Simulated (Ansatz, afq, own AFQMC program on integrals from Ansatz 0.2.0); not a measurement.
SiH$_{5}$, doublet: AFQMC among the cluster methods

```xyz
6

Si   -0.0809    0.0000    0.0000
H    -0.5758    1.3997    0.0000
H    -0.5758   -0.6999    1.2122
H    -0.5758   -0.6999   -1.2122
H     1.5321    0.0000    0.0000
H     2.4491    0.0000    0.0000
```

Basis cc-pVTZ. Only valence electrons are correlated. Integrals, coupled cluster, full CI and functionals: Ansatz 0.2.0; the random walks run on the same integrals in our own AFQMC program. ph-AFQMC/CISD is guided by a CISD state made of CCSD amplitudes; releasing the constraint for a short imaginary time cuts its bias at the price of noise, slowly where states lie close. Error bars are statistical, one sigma.

Determinant: UHF, the one that the program's search chose, which needn't be the lowest solution. The geometry is a point of a scan.

No full CI on the walks' own integrals is used here; CCSDT(Q) serves as the reference and is uncertain by about the last step of the cluster series.

The T1 diagnostic is 0.0166. The weight of the determinant in the CISD state is 0.901. The ⟨S²⟩ of the determinant is 0.773 and the size of the correlated space is 9 electrons in 99 orbitals.

Reference: CCSDT(Q), correlation energy -5.339 eV. The released energy is read at 2.40 1/Eh (meV from the phaseless value at times in 1/Eh: -1.6 ± 2.4 at 0.24, -2 ± 3 at 0.51, -3 ± 3 at 0.99, -1 ± 3 at 1.62, 0 ± 4 at 2.40).

| level | E − E(reference) (meV) | share of correlation (%) |
| --- | --- | --- |
| HF | 5339.2 | 0.00 |
| MP2 | 1086.3 | 79.65 |
| CCSD | 158.7 | 97.03 |
| CCSD(T) | 29.8 | 99.44 |
| CCSDT | 3.8 | 99.93 |
| ph-AFQMC/CISD | 4.3 ± 3.2 | 99.92 |
| released AFQMC | 3.9 ± 4.3 | 99.93 |

A walk keeps the symmetry of its determinant, which the program's search chose and which needn't be the lowest solution, so a lower state of the same spin and another symmetry isn't excluded. Released energies are given only where the last usable release times agree within the noise; a slower fall can still hide under it.
